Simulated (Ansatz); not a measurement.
Worked example: correlation energy of As2H, quartet

Geometry: a PBE0/def2-TZVP stationary point for this spin, not checked as a minimum. The doublet lies 1.0 eV lower here.

```xyz
3

As    0.0000   -0.5251    0.8030
As    0.0000   -0.4773   -1.6877
H     0.0000    1.0024    0.8847
```

Basis cc-pVDZ; Ansatz 0.2.0. Only valence electrons are correlated (noble-gas cores and the filled d shells of p-block atoms frozen), which leaves 11 electrons in 31 orbitals. R marks a restricted (for open shells ROHF) determinant, U an unrestricted one. No spin–orbit coupling is included, and no scalar relativity.

Full CI isn't at hand for all of this; UCCSDTQ serves as the reference, and is uncertain by the last step of the cluster series or more.

UCCSD has a T1 diagnostic of 0.015 and a largest doubles amplitude of 0.09.

Runs differ by some tens of microhartree through their thresholds and, for an open shell, their frozen cores, so steps under 0.03 kcal/mol mean nothing.

Here the R and U totals at CCSDTQ differ by 0.25 kcal/mol, a measure of how far such totals hang on the determinant and its frozen core.

| level | total energy (hartree) |
| --- | --- |
| UHF | -4468.906358 |
| UMP2 | -4469.058206 |
| UCCSD | -4469.092501 |
| UCCSD(T) | -4469.097886 |
| UCCSDT | -4469.099131 |
| UCCSDT(Q) | -4469.099483 |
| UCCSDTQ | -4469.099519 |

Problem. What is the correlation energy at UCCSDTQ, and what share of it do UMP2 and UCCSD(T) recover?

Solution. E(corr) = -4469.099519 − (-4468.906358) = -0.193161 hartree = -5.256 eV. UMP2: -0.151848 / -0.193161 = 78.61 %. UCCSD(T): -0.191528 / -0.193161 = 99.15 %.

Problem. By how many kcal/mol does UCCSD(T) miss UCCSDTQ (1 hartree = 627.509 kcal/mol), and which steps make up the rest?

Solution. -4469.097886 − (-4469.099519) = 0.001633 hartree = 1.02 kcal/mol. Steps: UCCSDT − UCCSD(T) = -0.78, UCCSDT(Q) − UCCSDT = -0.22, UCCSDTQ − UCCSDT(Q) = -0.02 kcal/mol. Differences between like states or geometries often cancel part of this.
